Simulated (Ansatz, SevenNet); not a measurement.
Elastic constant C44 (GPa) of solids drawn from the class of halides, at two levels: the machine-learned potential SevenNet-0 (trained on PBE and PBE+U data), and PBE (plane waves, PAW; Ansatz, a quantum-chemistry and plane-wave program).

```json
[
 {"solid": "CsCl-type TlBr", "SevenNet-0": "2.64", "PBE": "5.23", "shift (%)": "+98"},
 {"solid": "fluorite CdF2", "SevenNet-0": "10.5", "PBE": "15.9", "shift (%)": "+51"},
 {"solid": "cubic perovskite KZnF3", "SevenNet-0": "29.9", "PBE": "31.9", "shift (%)": "+6.7"},
 {"solid": "cubic perovskite KMgF3", "SevenNet-0": "44.1", "PBE": "43.7", "shift (%)": "-0.9"},
 {"solid": "rock-salt AgCl", "SevenNet-0": "2.84", "PBE": "6.30", "shift (%)": "+122"},
 {"solid": "fluorite SrCl2", "SevenNet-0": "10.4", "PBE": "8.42", "shift (%)": "-19.0"},
 {"solid": "CsCl-type TlCl", "SevenNet-0": "2.66", "PBE": "5.29", "shift (%)": "+99"},
 {"solid": "rock-salt AgBr", "SevenNet-0": "8.55", "PBE": "7.48", "shift (%)": "-12.5"}
]
```

The shifts run from -19.0 % to +122 %, with a median of +29 %.

Over all 8 rows PBE is the larger in 5.

Ansatz's runs of these crystals have no spin polarisation.

Spin–orbit coupling is left out, also for the solids with elements from indium on (CsCl-type TlBr, CsCl-type TlCl); its size isn't shown.

Each level is taken at its own relaxed cell. Ansatz's density-functional and Hartree–Fock values are scalar-relativistic unless marked +SOC, with PAW data made under PBE.
